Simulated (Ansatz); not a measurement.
# C2H7Al: the cost of one run

Program: Ansatz 0.2.0. Level of theory: RHF/def2-SVP. These are calculated values, not measurements.

## Step 1: The starting structure

Bond lengths: Al1–C2 1.970 Å, C2–H3 1.110 Å, C2–H4 1.110 Å, C2–C5 1.520 Å, C5–H6 1.110 Å, C5–H7 1.110 Å, C5–H8 1.110 Å, Al1–H9 1.560 Å, Al1–H10 1.560 Å. Angles (14 of 15 angles, heavy atoms first): Al1–C2–C5 109.5°, Al1–C2–H3 109.5°, Al1–C2–H4 109.5°, H3–C2–C5 109.4°, H4–C2–C5 109.4°, C2–Al1–H9 120.0°, C2–Al1–H10 120.0°, C2–C5–H6 109.5°, C2–C5–H7 109.5°, C2–C5–H8 109.5°, H3–C2–H4 109.4°, H9–Al1–H10 120.0°, H6–C5–H7 109.4°, H6–C5–H8 109.4°.

Structure file:

```xyz
10

Al    0.0000    0.0000    0.0000
C     0.0000    0.0000    1.9700
H    -0.9996   -0.3092    2.3405
H     0.7676   -0.7111    2.3405
C     0.3177    1.3971    2.4774
H     0.9159    1.3257    3.4096
H     0.8975    1.9479    1.7076
H    -0.6280    1.9396    2.6859
H     1.3510    0.0000   -0.7800
H    -1.3510    0.0000   -0.7800
```

## Step 2: Preparing the start

File input.yaml:

```yaml
crystal:
  periodic: [false, false, false]
  atoms:
    - { symbol: Al, position_ang: [0.0, 0.0, 0.0] }
    - { symbol: C, position_ang: [0.0, 0.0, 1.97] }
    - { symbol: H, position_ang: [-0.9996, -0.3092, 2.3405] }
    - { symbol: H, position_ang: [0.7676, -0.7111, 2.3405] }
    - { symbol: C, position_ang: [0.3177, 1.3971, 2.4774] }
    - { symbol: H, position_ang: [0.9159, 1.3257, 3.4096] }
    - { symbol: H, position_ang: [0.8975, 1.9479, 1.7076] }
    - { symbol: H, position_ang: [-0.628, 1.9396, 2.6859] }
    - { symbol: H, position_ang: [1.351, 0.0, -0.78] }
    - { symbol: H, position_ang: [-1.351, 0.0, -0.78] }
basis:
  gaussian: { orbitals: def2-SVP }
hamiltonian:
  xc: hf
relax:
  f_tol: 0.02
  max_steps: 40
output:
  orbitals: {}
```

Launch:

```
$ ansatz run input.yaml --threads 1 --pin off --max-ram 2048MiB --backend cpu --events-out ev --progress --plain --runs-dir out
```

What time and memory should one allow on 1 thread of Arm Neoverse V2, shared host?

About 23 s, with a peak of 0.14 GiB.
